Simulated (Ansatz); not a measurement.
# CHAlCl (doublet): from Hartree-Fock to the top rungs, cc-pVDZ

How much of the correlation energy of CHAlCl (doublet) does each wave-function method recover here?

Program: Ansatz 0.2.0, Gaussian basis. Level of theory: cc-pVDZ, core rule «outside noble gas», up to 11 orbitals frozen. These are calculated values, not measurements.

The runs, in order: UHF; CCSD(T) on ROHF; CCSD(T) on UHF; BCCD(T) on ROHF; CISD; CCSDT(Q) on ROHF; CCSDT(Q) on UHF; CASSCF and MRCISD+Q, 9 electrons in 9 orbitals; CASSCF and NEVPT2, 9 electrons in 9 orbitals.

23 further runs of the same task are left out: 7 that didn't finish, 16 set aside as unsound or not needed.

## 1. What is computed

The geometry is a PBE0/def2-TZVP stationary point (not a proven minimum).

4 atoms, charge 0, spin multiplicity 2.

Atoms are counted from 1 here; the program's logs count them from 0.

Bond lengths: Al1–C2 1.982 Å, C2–Cl3 1.734 Å, C2–H4 1.089 Å. Angles: Al1–C2–Cl3 106.0°, Al1–C2–H4 143.7°, Cl3–C2–H4 110.3°.

## 2. UHF

Contents of in.yaml:

```yaml
crystal:
  periodic: [false, false, false]
  atoms:
    - {symbol: Al, position_ang: [0.000000, -0.193934, 1.685466]}
    - {symbol: C, position_ang: [0.000000, 0.906488, 0.037552]}
    - {symbol: Cl, position_ang: [0.000000, -0.214382, -1.285968]}
    - {symbol: H, position_ang: [0.000000, 1.930244, -0.333401]}
basis:
  gaussian: {orbitals: cc-pVDZ}
magnetization: {spin_polarized: true, initial_magnetization: 1}
hamiltonian: {xc: hf}
output: {orbitals: {seedname: orbitals}}
```

On the command line:

```sh
ansatz run in.yaml --threads 1 --pin off --events-out ev --progress --plain --max-ram 2393MiB
```

The runs that follow: CCSD(T) on ROHF; CCSD(T) on UHF; BCCD(T) on ROHF; CISD; CCSDT(Q) on ROHF; CCSDT(Q) on UHF; CASSCF and MRCISD+Q, 9 electrons in 9 orbitals; CASSCF and NEVPT2, 9 electrons in 9 orbitals.

Q: Predict the results of all the runs planned. Wanted: UCCSDT(Q) below the RHF energy; RMP2 from UCCSDT(Q); UMP2 from UCCSDT(Q); RCCSD from UCCSDT(Q); RCCSD(T) from UCCSDT(Q); UCCSD(T) from UCCSDT(Q); RCCSDT(Q) from UCCSDT(Q); MRCISD+Q frontier from UCCSDT(Q); T1 diagnostic.

The runs gave:

| quantity | value |
| --- | --- |
| UCCSDT(Q) below the RHF energy | -9.4411 eV |
| RMP2 from UCCSDT(Q) | +1351.7 meV |
| UMP2 from UCCSDT(Q) | +1394.6 meV |
| RCCSD from UCCSDT(Q) | +315.9 meV |
| RCCSD(T) from UCCSDT(Q) | +51.4 meV |
| UCCSD(T) from UCCSDT(Q) | +52.9 meV |
| RCCSDT(Q) from UCCSDT(Q) | +1.9 meV |
| MRCISD+Q frontier from UCCSDT(Q) | +100.8 meV |
| levels within 1 kcal/mol (43 meV) | RCCSDT, UCCSDT, RCCSDT(Q) |
| T1 diagnostic | 0.022 |

In words: RCCSD(T) misses by +51.4 meV, 0.5 % of the correlation energy. These misses are within one basis, not against nature; the frozen cores of restricted and unrestricted runs differ, which can shift their rows.
